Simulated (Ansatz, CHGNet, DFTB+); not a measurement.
## How well does each level of theory give the elastic constant C12 of diamond-structure Si?

Reference value: 64.9 GPa (measured, low temperature, zero-point motion not removed; as tabulated in Tanner et al. (2021), arXiv:2110.11888).

What do DFTB Si–O set cp2k-nonscc-sid, CHGNet 0.3.0, LDA, PBE, r²SCAN, B3LYP (VWN-RPA form), HSE06, LC-ωPBE, PBE0, r²SCANh, Hartree–Fock give, and how far is each from the reference?


```csv
level (code),value (GPa),cell (Å³/atom),difference (%)
DFTB Si–O set cp2k-nonscc-sid (DFTB+),103,19.59,+59
CHGNet 0.3.0,48.4,20.36,-25
LDA (Ansatz),64.3,19.70,-0.9
PBE (Ansatz),56.7,20.46,-12.6
r²SCAN (Ansatz),61.6,20.17,-5.1
B3LYP (VWN-RPA form) (Ansatz),52.8,20.64,-18.6
HSE06 (Ansatz),63.0,20.12,-2.9
LC-ωPBE (Ansatz),74.8,19.58,+15.3
PBE0 (Ansatz),63.8,20.08,-1.7
r²SCANh (Ansatz),63.4,20.09,-2.3
Hartree–Fock (Ansatz),59.4,20.86,-8.5
```

Leaving aside DFTB Si–O set cp2k-nonscc-sid (files made for compounds): Once the reference is moved by up to 5.0 % (a margin picked here for doubts on the reference and the settings, and for temperature and zero-point motion) and values within 1.7 % count as equal, the nearest can be LDA (-0.9 %), PBE0 (-1.7 %), r²SCANh (-2.3 %), HSE06 (-2.9 %) or r²SCAN (-5.1 %). By the same margin the farthest can be CHGNet 0.3.0 (-25 %) or LC-ωPBE (+15.3 %).

The reference isn't brought to a static lattice, while the calculations are for one, so the differences are not the levels' errors alone.  DFTB Si–O set cp2k-nonscc-sid: this tight-binding set is not self-consistent in the charges. Each level is taken at its own relaxed cell. Cutoffs and k meshes differ between the levels. Ansatz's density-functional and Hartree–Fock values are scalar-relativistic unless marked +SOC, with PAW data made under PBE.

Machine-learned potentials (CHGNet 0.3.0) are trained on DFT data: a solid inside that data is no test of them.

Differences are worked out from the printed values.

Ansatz is a first-principles code.
